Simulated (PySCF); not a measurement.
Bond curve of MgH

Set-up: PySCF, no relativity, basis sets Mg cc-pVTZ, H cc-pVTZ. Energies in eV from Mg + H in their ground configurations at the same level. All curves are PBE0. state 1: ²Σ⁺ (doublet), unpaired electrons σ ↑; state 2: quartet, unpaired electrons σ ↑↑, π ↑, a second solution, started from another occupation.

| R (Å) | state 1 | state 2 |
| --- | --- | --- |
| 1.501 | -1.097 | 4.1998 |
| 1.571 | -1.267 | 3.8839 |
| 1.640 | -1.365 | 3.6306 |
| 1.693 | -1.402 | 3.4741 |
| 1.745 | -1.413 | 3.3409 |
| 1.797 | -1.403 | 3.2277 |
| 1.867 | -1.364 | 3.1024 |
| 1.954 | -1.284 | 2.9786 |
| 2.059 | -1.159 | 2.8661 |
| 2.199 | -0.967 | 2.7596 |

Q: Put a parabola through the three lowest points of the state 1 curve and estimate Re, k and ωe (reduced mass 0.9672 u; 1 eV/Å² = 0.16022 mdyn/Å; ωe = 1302.8·√(k/μ) cm⁻¹).

A: Through R = 1.693, 1.745, 1.797 Å the second-order coefficient is 3.88 eV/Å², so Re ≈ 1.746 Å, k ≈ 1.24 mdyn/Å and ωe ≈ 1478 cm⁻¹. A polynomial fit of higher order to the unrounded PBE0 energies gives Re = 1.744 Å, k = 1.23 mdyn/Å, ωe = 1468 cm⁻¹; anharmonicity and rounding make the difference.

The higher-order fit for each curve: state 1: Re = 1.744 Å, ωe = 1468 cm⁻¹, De = 1.41 eV. State 2 gave no clean fit.

The state was picked by a PBE0 search and need not be the measured ground state.
